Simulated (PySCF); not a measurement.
**How methods differ on the electron affinity of S**

S⁻ [Ne] 3s2 3p5 (2P) → S [Ne] 3s2 3p4 (3P), as a difference of total energies. Calculation: PySCF 2.14, in aug-cc-pV(T+d)Z with one added diffuse shell each of s, p, d, f type (7s6p5d3f, 71 functions); the non-relativistic Hamiltonian (point nucleus). Correlated levels: valence: [Ne] frozen. The calculations carry no spin-orbit coupling.

```json
{"method": "UHF", "electron affinity (eV)": "0.889"}
{"method": "MP2 (valence)", "electron affinity (eV)": "1.940"}
{"method": "SCS-MP2 (valence)", "electron affinity (eV)": "1.937"}
{"method": "CCSD (valence)", "electron affinity (eV)": "1.867"}
{"method": "CCSD(T) (valence)", "electron affinity (eV)": "1.952"}
```

**Question.** How much does correlation contribute at CCSD(T) (valence)?

**Answer.** 1.952 − (0.889) = 1.063 eV, measured against UHF.

Errors of the correlated levels include the incompleteness of this basis and the frozen core.

For comparison: 2.077 eV (measured; photodetachment measurements, as compiled on the Wikipedia data page of electron affinities).
